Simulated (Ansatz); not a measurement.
## Ansatz input wanted

The species is [AlSiNH8]+ (11 atoms), meant as a doublet with charge +1. As SMILES of the parent species, `[AlH3-][NH2+][SiH3]`. The coordinates come from a PBE0-D4/def2-TZVP relaxation. That shape belongs to the parent species and isn't relaxed for this state.

```tsv
atom	x (Å)	y (Å)	z (Å)
Al	-0.9001	1.2111	-0.7408
N	-0.0283	0.1435	0.8027
Si	0.8762	-1.2487	0.1286
H	-0.7211	0.0919	-1.8824
H	0.0938	2.4653	-0.8067
H	-2.3772	1.4353	-0.1651
H	0.5667	0.7865	1.3167
H	-0.7685	-0.1448	1.4359
H	1.6515	-1.8829	1.2283
H	1.7948	-0.7168	-0.8967
H	-0.1225	-2.1974	-0.4001
```

Settings wanted:

```
basis set              : def2-SVP
core potential         : none
integral approximation : none
task                   : energy
method                 : MP2
reference              : UHF
accuracy               : high
frozen core orbitals   : 11
start density          : atoms
```

**Question.** Give an Ansatz 0.2.0 job that does this.

**Answer.** This one ran through:

run.yaml:
```yaml
crystal:
  periodic: [false, false, false]
  atoms:
    - {symbol: Al, position_ang: [-0.900100, 1.211100, -0.740800]}
    - {symbol: N, position_ang: [-0.028300, 0.143500, 0.802700]}
    - {symbol: Si, position_ang: [0.876200, -1.248700, 0.128600]}
    - {symbol: H, position_ang: [-0.721100, 0.091900, -1.882400]}
    - {symbol: H, position_ang: [0.093800, 2.465300, -0.806700]}
    - {symbol: H, position_ang: [-2.377200, 1.435300, -0.165100]}
    - {symbol: H, position_ang: [0.566700, 0.786500, 1.316700]}
    - {symbol: H, position_ang: [-0.768500, -0.144800, 1.435900]}
    - {symbol: H, position_ang: [1.651500, -1.882900, 1.228300]}
    - {symbol: H, position_ang: [1.794800, -0.716800, -0.896700]}
    - {symbol: H, position_ang: [-0.122500, -2.197400, -0.400100]}
basis:
  gaussian:
    orbitals: def2-SVP
magnetization:
  spin_polarized: true
  initial_magnetization: 1
total_charge: 1
accuracy: high
correlation:
  method: mp2
  frozen_orbitals: {Al: 5, H: 0, "N": 1, Si: 5}
```

```bash
$ ansatz run run.yaml --threads 1 --pin off --max-ram 3480MiB --events-out events.jsonl --progress --plain --runs-dir runs
```

Calculated total energy: -589.76964 Eh.
